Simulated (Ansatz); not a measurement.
## Two structures, one formula

Two relaxed structures of CH$_{4}$NSi (charge -1), closed shell (PBE0-D4/def2-TZVPD; forces vanish, vibrations not checked).

A:

```tsv
atom	x (Å)	y (Å)	z (Å)
C1	-0.8859	0.1903	-0.2542
Si2	0.5745	-0.7375	-0.5453
N3	1.5413	-0.5390	0.9470
H4	-1.6414	0.2798	-1.0358
H5	1.0891	-0.2267	1.7984
H6	-1.1329	0.7461	0.6571
H7	2.2302	-1.2456	1.1529
```

B:

C1  (-0.817, 0.494, -0.394)
Si2  (0.801, -0.573, -0.569)
N3  (1.286, -0.741, 1.010)
H4  (-1.679, -0.039, -0.817)
H5  (-0.723, 1.434, -0.954)
H6  (-1.011, 0.717, 0.662)
H7  (2.143, -1.292, 1.062)
(Å)

Ansatz 0.2.0; basis: def2-TZVPPD; cores frozen in the correlated methods. B3LYP uses VWN-RPA correlation.

**Question.** Which structure is lower at CCSD(T), and by how much? (Judge from chemistry; the value comes from the calculation.)

**Answer.** Computed: B, by 4.46 kcal/mol (electronic energy, against the other). By their contacts, A is CH₄NSi ([CH2][Si][NH2]), total charge -1 and B is CH₄NSi ([CH3][Si][NH]), total charge -1.

All methods give the same order:

```csv
method,E(B) − E(A) (kcal/mol)
PBE-D4,-4.58
r2SCAN-D4,-3.97
PBE0-D4,-3.23
B3LYP-D4,-4.02
wB97M-V,-3.62
HF,-1.61
MP2,-4.99
CCSD,-3.80
CCSD(T),-4.46
```

The T1 diagnostic stays at or below 0.018.

Labels in which every atom is bracketed show which atoms are joined, not bond orders.

For scale, one of the runs: CCSD(T)/def2-TZVPPD, 190 basis functions, launched by `ansatz run in.yaml --threads 2 --pin off --events-out ev --progress --plain --max-ram 4352MiB`. The run took 41 s on 2 CPU threads of an Arm Neoverse V1 (shared host), with 2 GiB of host memory at its peak.
